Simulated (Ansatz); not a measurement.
# B₂Si+ (doublet): from Hartree-Fock to the top rungs, cc-pVTZ

An exercise on one series of results from a longer session: the logs are not shown, and one member is left open.

The runs use Ansatz 0.2.0, Gaussian basis; cc-pVTZ, core rule «outside noble gas», up to 7 orbitals frozen.

Plan: UHF; CCSD(T) on ROHF; CCSD(T) on UHF; BCCD(T) on ROHF; CCSDT(Q) on ROHF; CCSDT(Q) on UHF.

8 further runs of the same task are left out: 2 for a known fault of the program, 6 set aside as unsound or not needed.

## What is computed

The geometry is a PBE0/def2-TZVP stationary point (not a proven minimum) of the parent state, kept for this charge and spin.

3 atoms, charge 1, spin multiplicity 2.

Atoms are counted from 1 here; the program's logs count them from 0.

Bond lengths: B1–B2 1.543 Å, B2–Si3 1.871 Å. Angles: B1–B2–Si3 180.0°.

Set-up of the first run:

Input file in.yaml:

```yaml
crystal:
  periodic: [false, false, false]
  atoms:
    - {symbol: B, position_ang: [0.000000, 0.000000, -1.652467]}
    - {symbol: B, position_ang: [0.000000, 0.000000, -0.109467]}
    - {symbol: Si, position_ang: [0.000000, 0.000000, 1.761933]}
basis:
  gaussian: {orbitals: cc-pVTZ}
total_charge: 1
magnetization: {spin_polarized: true, initial_magnetization: 1}
hamiltonian: {xc: hf}
output: {orbitals: {seedname: orbitals}}
```

Command:

```console
$ ansatz run in.yaml --threads 1 --pin off --events-out ev --progress --plain --max-ram 4096MiB --backend cpu
```

Among the steps run: UHF; CCSD(T) on ROHF; CCSD(T) on UHF; BCCD(T) on ROHF; CCSDT(Q) on ROHF; CCSDT(Q) on UHF.

One table of the session follows, with a row left open; its other results are not shown here.

```
   method  from RCCSDT(Q) (meV)
     ROHF               +6893.1
      UHF               +5855.0
     RMP2               +1664.5
     UMP2               +1169.9
    RCCSD                +546.6
    UCCSD                 +86.8
 RCCSD(T)                +179.9
 UCCSD(T)                -250.2
  BCCD(T)                +179.6
   RCCSDT                 +75.8
   UCCSDT                -519.8
RCCSDT(Q)                     0
UCCSDT(Q)                     ?
```

**Question.** Estimate the row for UCCSDT(Q).

The run gave: from RCCSDT(Q) (meV): -687.3. In the column «from RCCSDT(Q) (meV)» it is the lowest.

The program flags UCCSD(T), UCCSDT(Q) as in doubt (see the logs), so those rows may rest on another solution; read them beside their warnings.

Caveats from the session: The determinant is far from a pure spin state, so its energy mixes those of several spin states (harmless only where they are near-degenerate, as at dissociation). The program flags UCCSD(T), UCCSDT(Q) as in doubt, so those rows may rest on another solution; read them beside their warnings. Restricted and unrestricted rows rest on different reference determinants; where their highest levels disagree by more than a few hundredths of an eV, they describe different states and don't form one ladder.
